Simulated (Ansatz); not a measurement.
Results of PBE-D4 in Ansatz (PAW) for graphite.

Numerical settings: plane-wave cutoff 500 eV, 18×18×6 k mesh (along the axes of the cell as run), Fermi–Dirac smearing 0.05 eV, scalar-relativistic PAW data made under PBE.

Computed at the level's own relaxed cell.

Q: Give the computed volume per atom, lattice constant a and c axis length.

A: 
volume per atom: 8.73 Å³/atom
lattice constant a: 2.460 Å
c axis length: 6.662 Å

Measured, for comparison: lattice constant a 2.461 Å (300 K, no zero-point or thermal correction, our sources range from 2.456 to 2.461; as tabulated in Wikipedia's data pages); lattice parameter c 6.67 Å (low temperature, zero-point motion not removed; as tabulated in Berland et al. (2010), arXiv:1007.3305). Computed (rounded) less measured: lattice constant a 0.0 % (inside the range of the sources held), lattice parameter c -0.1 %.

Ansatz is a first-principles code.
